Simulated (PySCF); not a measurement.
Homolysis of single bonds, series Ga NH2-SiH3. Isolated molecules, 0 K electronic values unless said otherwise. One relaxed conformer stands for each flexible species; it need not be the lowest. Strings in code marks are SMILES.

The dipole moment from two functionals at the same geometries (r2SCAN-D4/def2-TZVP), both in PySCF: PBE-D3(BJ)/def2-TZVP and r2SCAN-D4/def2-TZVP. 

| species | PBE-D3(BJ)/def2-TZVP (D) |
|---|---|
| radical fragment (`[NH2]`) | 1.91 |
| radical fragment (`[SiH3]`) | 0.01 |
| whole molecule (`[SiH3][Ga]([SiH3])[SiH3]`) | 0.07 |

Problem. What does r2SCAN-D4/def2-TZVP give for each?

Solution. 
- radical fragment (`[NH2]`): 1.95
- radical fragment (`[SiH3]`): 0.05
- whole molecule (`[SiH3][Ga]([SiH3])[SiH3]`): 0.08
Over these rows, drawn at random from the members with no instability flagged (it was tested for open shells, ions and some series alone), PBE minus r2SCAN-D4: mean -0.03 D, from -0.04 D to 0.00 D.
